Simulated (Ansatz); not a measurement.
**Worked example: correlation energy of NH⁻, quartet**

Geometry: that of the NH⁻, doublet, kept fixed. The doublet lies 0.8 eV lower here.

```tsv
atom	x (Å)	y (Å)	z (Å)
N	0.0000	0.0000	0.0000
H	0.0000	0.0000	1.0366
```

Basis 6-31++G** (Cartesian d functions); Ansatz 0.2.0. Only valence electrons are correlated (noble-gas cores frozen), which leaves 7 electrons in 24 orbitals. R marks a restricted (for open shells ROHF) determinant, U an unrestricted one. This anion state lies near or above the neutral species, so the extra electron is weakly bound or unbound and the energies hang on the diffuse functions.

Full CI is exact within this basis and frozen core; it isn't the basis-set limit. The frozen core follows each run's orbitals, which can shift R against U totals by a few meV.

UCCSD has a T1 diagnostic of 0.015 and a largest doubles amplitude of 0.04.

Runs differ by some tens of microhartree through their thresholds and, for an open shell, their frozen cores, so the step to full CI, which has another core, is uncertain by up to 0.1 kcal/mol.

| level | total energy (hartree) |
| --- | --- |
| UHF | -54.922896 |
| UMP2 | -55.033189 |
| UCCSD | -55.052975 |
| UCCSD(T) | -55.055059 |
| UCCSDT | -55.055453 |
| UCCSDT(Q) | -55.055585 |
| full CI | -55.055523 |

Problem. What is the correlation energy at full CI, and what share of it do UMP2 and UCCSD recover?

Solution. E(corr) = -55.055523 − (-54.922896) = -0.132627 hartree = -3.609 eV. UMP2: -0.110293 / -0.132627 = 83.16 %. UCCSD: -0.130079 / -0.132627 = 98.08 %.

Problem. By how many kcal/mol does UCCSD(T) miss full CI (1 hartree = 627.509 kcal/mol), and which steps make up the rest?

Solution. -55.055059 − (-55.055523) = 0.000464 hartree = 0.29 kcal/mol. Steps: UCCSDT − UCCSD(T) = -0.25, UCCSDT(Q) − UCCSDT = -0.08, full CI − UCCSDT(Q) = 0.04 kcal/mol. That is within 1 kcal/mol of the reference in this basis, which itself misses far more of the correlation at the basis-set limit.
